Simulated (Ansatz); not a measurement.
Interaction energy ladder

The pair of NH3 (SMILES N, atoms 1–4) and HCN (SMILES C#N, atoms 5–7), both closed shells, in one local arrangement (a lower one may exist), relaxed at PBE0-D4/def2-TZVP:

```xyz
7
angstrom
N -0.0453 -0.1272 -1.1798
H -0.2182 0.7548 -1.6479
H 0.8219 -0.4957 -1.5528
H -0.7829 -0.7622 -1.4624
C 0.0741 0.2080 1.9288
N 0.1179 0.3308 3.0687
H 0.0325 0.0913 0.8454
```

Program: Ansatz 0.2.0. Basis: def2-TZVPPD, with def2-QZVPPD for the basis limit. Cores are frozen in the correlated methods. B3LYP uses VWN-RPA correlation. Extrapolation: Hartree–Fock as exp(−7.88 √X), correlation as X^−2.97. Interaction energies count from these two fragments, frozen as in the pair, with the counterpoise correction; negative means bound.

Task: What is the interaction energy by CCSD(T) at an estimated basis limit (MP2 extrapolated from triple and quadruple zeta, plus CCSD(T) − MP2 in triple zeta)? (To be estimated.)

Result: The calculation gives: -27.3 kJ/mol. Hartree–Fock alone gives -22.8 kJ/mol at the basis limit. It counts from the two fragments frozen as in the pair.

The same quantity by other methods in triple zeta, and each one's difference from that estimate:
| method | E_int (kJ/mol) | difference |
| --- | --- | --- |
| PBE-D4 | -30.5 | -3.2 |
| revPBE-D4 | -27.2 | 0.1 |
| BLYP-D4 | -27.3 | -0.1 |
| r2SCAN-D4 | -28.5 | -1.2 |
| B97M-V | -28.3 | -1.0 |
| PBE0-D4 | -31.3 | -4.0 |
| B3LYP-D4 | -29.3 | -2.0 |
| HSE06-D4 | -31.3 | -4.0 |
| wB97X-V | -28.5 | -1.2 |
| wB97M-V | -28.4 | -1.1 |
| B2PLYP | -26.3 | 1.0 |
| HF | -22.7 | 4.6 |
| MP2 | -26.1 | 1.2 |
| CCSD | -24.9 | 2.4 |
| CCSD(T) | -25.7 | 1.6 |
Differences are method less estimate.

Task: Which atoms make the shortest contact between the fragments?

Result: N1 and H7, 2.04 Å apart.

Basis-set superposition shift (counterpoise-corrected less uncorrected): CCSD(T) 2.1; MP2 2.1; HF 0.4; PBE0-D4 0.5; wB97M-V 0.7 kJ/mol.

T1 diagnostic: at most 0.015. The restricted Hartree–Fock reference is unstable towards an unrestricted one at one or more of these structures.

For scale, one of the runs: CCSD(T)/def2-TZVPPD, 179 basis functions, launched by `ansatz run in.yaml --threads 2 --pin off --events-out ev --progress --plain --max-ram 5222MiB`. Time: 32 s of wall clock on 2 CPU threads of an Arm Neoverse V1; the host was shared. Peak host memory: 1.7 GiB.
